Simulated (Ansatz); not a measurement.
LiH₂. Total charge 0; doublet. Geometry PBE0-D4/def2-TZVPD, that of the charge -1 singlet; atoms count from 1.

```
atom   x (Å)   y (Å)   z (Å)
 Li1   0.000  -0.001   0.003
  H2   1.364  -0.955  -0.389
  H3  -1.364   0.957   0.385
```

The structure comes from a short search, and lower isomers may exist.

Question: Estimate the Mulliken populations from the PBE0/def2-TZVPD orbitals of Ansatz.

Answer: 
| atom | charge (e) | spin (α − β) |
| --- | --- | --- |
| Li1 | 0.68 | -0.12 |
| H2 | -0.34 | 0.56 |
| H3 | -0.34 | 0.56 |
Mulliken values depend strongly on the basis. With diffuse functions, as here, like atoms can get unlike values, and bond orders can come out too low or too high.

Question: Where does the spin sit?

Answer: Summed by element: Li -0.12, H 1.12, of 1 unpaired in all. Largest on single atoms: H3 0.56, H2 0.56, Li1 -0.12.
